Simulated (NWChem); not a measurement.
The numbers come from NWChem runs, not from measurements. System: H₄N₂, charge 1, spin multiplicity 2, at the geometry of a parent with another charge or spin, in a state set for the comparison that need not be this species' ground state. Its SCF solution wasn't tested for a lower state. Level: UPBE/6-311++G** (spherical d).

Input file:

```
start mol
memory heap 200 mb stack 900 mb global 1100 mb
charge 1
geometry units angstroms nocenter noautoz
  N      0.179310    -0.686455     0.075685
  N     -0.179310     0.686455     0.075685
  H     -0.648234    -1.234971     0.307033
  H      0.510090    -1.012738    -0.836828
  H      0.648234     1.234971     0.307033
  H     -0.510090     1.012738    -0.836828
  symmetry group C2
end
basis spherical
  * library 6-311++g**
end
dft
  xc xpbe96 cpbe96
  odft
  mult 2
  semidirect memsize 60000000 filesize 0
  iterations 100
end
task dft energy
```

Output (cleaned and shortened):

```
             Northwest Computational Chemistry Package (NWChem) 7.3.0
             --------------------------------------------------------

                                NWChem Input Module
                                -------------------

 Scaling coordinates for geometry "geometry" by  1.889725989
 (inverse scale =  0.529177249)

 Turning off AUTOSYM since
 SYMMETRY directive was detected!

                             Geometry "geometry" -> ""
                             -------------------------

 Output coordinates in angstroms (scale by  1.889725989 to convert to a.u.)

  No.       Tag          Charge          X              Y              Z
 ---- ---------------- ---------- -------------- -------------- --------------
    1 N                    7.0000     0.17931000    -0.68645500     0.07568500
    2 N                    7.0000    -0.17931000     0.68645500     0.07568500
    3 H                    1.0000    -0.64823400    -1.23497100     0.30703300
    4 H                    1.0000     0.51009000    -1.01273800    -0.83682800
    5 H                    1.0000     0.64823400     1.23497100     0.30703300
    6 H                    1.0000    -0.51009000     1.01273800    -0.83682800

 Effective nuclear repulsion energy (a.u.)      41.5994372581

            Nuclear Dipole moment (a.u.)
            ----------------------------
        X                 Y               Z
 ---------------- ---------------- ----------------
     0.0000000000    -0.0000000000    -0.0000000000

      Symmetry information
      --------------------

 Group name             C2
 Group number              4
 Group order               2
 No. of unique centers     3

      Symmetry unique atoms

     1    3    4


 Summary of "ao basis" -> "" (spherical)
 ------------------------------------------------------------------------------
       Tag                 Description            Shells   Functions and Types
 ---------------- ------------------------------  ------  ---------------------
 *                         6-311++g**                 on all atoms

  pbe96 is a nonlocal functional; adding pw91lda local functional.
[...]
              MO Center= -3.8D-15, -1.2D-14, -1.6D-01, r^2= 5.0D+00
   Bfn.  Coefficient  Atom+Function         Bfn.  Coefficient  Atom+Function
  ----- ------------  ---------------      ----- ------------  ---------------
    14      1.392624  1 N  s                 36     -1.392624  2 N  s
    10      0.895851  1 N  s                 32     -0.895851  2 N  s
    16      0.453524  1 N  py                38      0.453524  2 N  py
    12      0.350148  1 N  py                34      0.350148  2 N  py
    47     -0.350574  3 H  s                 61      0.350574  5 H  s

   alpha - beta orbital overlaps
   -----------------------------

   alpha      1      2      3      4      5      6      7      8      9     10
    beta      1      2      3      4      5      6      7      9      8     10
 overlap   1.000  1.000  1.000  1.000  1.000  0.997  1.000  0.999  0.996  1.000

   alpha     11     12     13     14     15     16     17     18     19     20
    beta     11     12     13     14     15     16     17     18     19     20
 overlap   0.996  0.999  0.995  0.992  0.948  0.950  0.998  0.990  0.995  0.996

   alpha     21     22     23     24     25     26     27     28     29     30
    beta     21     22     23     24     25     26     27     28     29     30
 overlap   0.999  1.000  0.995  0.997  0.999  1.000  0.999  0.999  1.000  0.999

   alpha     31     32     33     34     35     36     37     38     39     40
    beta     31     32     33     34     35     36     37     38     39     40
 overlap   0.969  0.990  0.968  0.999  0.981  0.985  0.999  0.994  1.000  0.994

   alpha     41     42     43     44     45     46     47     48     49     50
    beta     41     42     43     44     45     46     47     48     49     50
 overlap   1.000  1.000  0.999  0.999  0.998  0.998  0.999  0.998  1.000  0.998

   alpha     51     52     53     54     55     56     57     58     59     60
    beta     51     52     53     54     55     56     57     58     59     60
 overlap   0.999  0.999  0.999  1.000  0.999  0.998  0.998  0.999  0.999  0.999

   alpha     61     62     63     64     65     66     67     68     69     70
    beta     61     62     63     64     65     66     67     68     69     70
 overlap   0.998  1.000  0.999  1.000  0.999  1.000  0.999  1.000  1.000  1.000

   alpha     71     72
    beta     71     72
 overlap   1.000  1.000

     --------------------------
     Expectation value of S2:
     --------------------------
      <S2> =      0.7521 (Exact =     0.7500)

 center of mass
 --------------
 x =   0.00000000 y =   0.00000000 z =   0.06203819

 moments of inertia (a.u.)
 ------------------
          71.656982620105          10.266300327085          -0.000000000000
          10.266300327085          14.281879807612           0.000000000000
          -0.000000000000           0.000000000000          73.601319435728

     Multipole analysis of the density
     ---------------------------------

     L   x y z        total         alpha         beta         nuclear
     -   - - -        -----         -----         ----         -------
     0   0 0 0      1.000000     -9.000000     -8.000000     18.000000

     1   1 0 0      0.000000      0.000000     -0.000000      0.000000
     1   0 1 0      0.000000      0.000000      0.000000     -0.000000
     1   0 0 1     -0.709167     -0.522313     -0.186854     -0.000000

     2   2 0 0     -7.315210     -7.619025     -6.163123      6.466938
     2   1 1 0      1.188147      3.044615      2.269219     -4.125687
     2   1 0 1      0.000000      0.000000     -0.000000      0.000000
     2   0 2 0     -3.605213    -24.025007    -21.356908     41.776702
     2   0 1 1      0.000000      0.000000      0.000000      0.000000
     2   0 0 2     -7.414537     -7.040954     -6.334747      5.961163

 Task  times  cpu:        2.3s     wall:        2.3s

 Total times  cpu:        2.3s     wall:        2.3s
```
